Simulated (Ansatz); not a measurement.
Process, species as SMILES: FCBr [bromo(fluoro)methane] + 2 [H][H] (H2) -> Br (HBr) + C (CH4) + F (HF)

Property: energy of full hydrogenation (enthalpy at 298 K), in kcal/mol. Conventions: LANL2DZ with its own core potentials from Na on; frozen cores in correlated levels (noble-gas shells and the d and f shells of earlier blocks); non-relativistic; no spin-orbit coupling; 6-31G* and kin with 6d, 5d where marked. First-principles rows: single points at B3LYP-D3(BJ) geometries (Ansatz, an electronic-structure program), with unscaled harmonic terms from B3LYP/6-31G* (LANL2DZ past Ar) (Ansatz) at its own minima.

| level | program | energy of full hydrogenation (enthalpy at 298 K) (kcal/mol) |
|---|---|---|
| MP2/STO-3G | Ansatz | -4.5 |
| MP2/3-21G | Ansatz | -21.8 |
| MP2/LANL2DZ | Ansatz | -40.6 |
| MP2/6-31G* | Ansatz | -29.4 |
| MP2/6-31G* with LANL2DZ past Ar | Ansatz | -27.5 |

No value to compare with is used here. The 5 habitual levels span -40.6 (MP2/LANL2DZ) to -4.5 kcal/mol (MP2/STO-3G).

The sets are all those run for this method; left out are runs that failed, that the program found above a lower state of the same kind, or whose <S^2> lies over 0.5 above the pure value.
